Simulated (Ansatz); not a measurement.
Input file:

```yaml
crystal:
  periodic: [false, false, false]
  atoms:
    - {symbol: N, position_ang: [-0.136074, 0.000000, 0.665268]}
    - {symbol: C, position_ang: [0.113118, 0.000000, -0.676644]}
    - {symbol: H, position_ang: [0.707513, 0.000000, 1.248296]}
    - {symbol: H, position_ang: [-0.082257, 0.926855, -1.215074]}
    - {symbol: H, position_ang: [-0.082257, -0.926855, -1.215074]}
basis:
  gaussian: {orbitals: cc-pVDZ}
total_charge: 1
magnetization: {spin_polarized: false, initial_magnetization: 3}
correlation: {method: ccsd, electrons: outside_noble_gas}
output: {forces: true}
```

```sh
$ ansatz run in.yaml --threads 1 --pin off --events-out ev --progress --plain --max-ram 2393MiB
```

Output:

```
397 factors; integrals over basis functions are off by at most 1.1e-3 eV
mean field evaluation 1: about -2544.6714 eV, gradient 1.9e1 eV
mean field evaluation 2: about -2544.6718 eV, gradient 1.9e1 eV
mean field evaluation 4: about -2546.7056 eV, gradient 2.5e0 eV
mean field evaluation 8: about -2546.7880 eV, gradient 8.8e-2 eV
mean field evaluation 16: about -2546.7814 eV, gradient 1.2e0 eV
mean field evaluation 32: about -2542.0338 eV, gradient 1.3e-1 eV
mean field -2546.78813131 eV, -93.5927375505 hartree, gradient 1.9e-6 eV, S^2 3.750000; 0 other end points of the search recorded, 0 dependent functions left out
2 core orbitals not correlated: weight in the atoms' cores, before any rotation towards them, 1.000 or more for the frozen orbitals, at most 0.000 for the correlated occupied ones
reference -2546.78813131 eV, -93.5927375505 hartree; 7, 4 occupied and 34, 37 virtual orbitals, 397 factors
second order -5.67212237 eV of doubles, -0.12891839 eV of singles
cycle   1  -6.48535917 eV  change   -6.8e-1 eV  update   5.8e-2
cycle   2  -6.72763144 eV  change   -2.4e-1 eV  update   2.3e-2
cycle   3  -6.76227482 eV  change   -3.5e-2 eV  update   1.2e-2
cycle   4  -6.76254102 eV  change   -2.7e-4 eV  update   6.2e-3
cycle   5  -6.76369287 eV  change   -1.2e-3 eV  update   2.2e-3
cycle   6  -6.76361560 eV  change    7.7e-5 eV  update   7.5e-4
cycle   7  -6.76356623 eV  change    4.9e-5 eV  update   4.3e-4
cycle   8  -6.76359131 eV  change   -2.5e-5 eV  update   2.3e-4
cycle   9  -6.76356295 eV  change    2.8e-5 eV  update   1.1e-4
cycle  10  -6.76360297 eV  change   -4.0e-5 eV  update   5.0e-5
cycle  11  -6.76360492 eV  change   -1.9e-6 eV  update   1.8e-5
cycle  12  -6.76360422 eV  change    7.0e-7 eV  update   5.8e-6
cycle  13  -6.76360037 eV  change    3.8e-6 eV  update   1.9e-6
the calculation of the forces begins
Total energy: -2553.55173168 eV, -93.8412952797 hartree
Atom 0 at    -0.136074     0.000000     0.665268 Å, force     0.619964     0.000000     2.716680 eV/Å
Atom 1 at     0.113118     0.000000    -0.676644 Å, force    -0.735393    -0.000000    -4.452854 eV/Å
Atom 2 at     0.707513     0.000000     1.248296 Å, force    -0.104358     0.000000     1.935872 eV/Å
Atom 3 at    -0.082257     0.926855    -1.215074 Å, force     0.109894     0.624902    -0.099849 eV/Å
Atom 4 at    -0.082257    -0.926855    -1.215074 Å, force     0.109894    -0.624902    -0.099849 eV/Å
Dipole moment:     0.065334     0.000000     0.251505 e Å
```

Forces (eV/Å):
```
N    0.620  0.000  2.717
C   -0.735  0.000 -4.453
H   -0.104  0.000  1.936
H    0.110  0.625 -0.100
H    0.110 -0.625 -0.100
```

Ran on 1 thread of Arm Neoverse V2, shared host: 1.8 s wall, 0.13 GiB peak host memory.
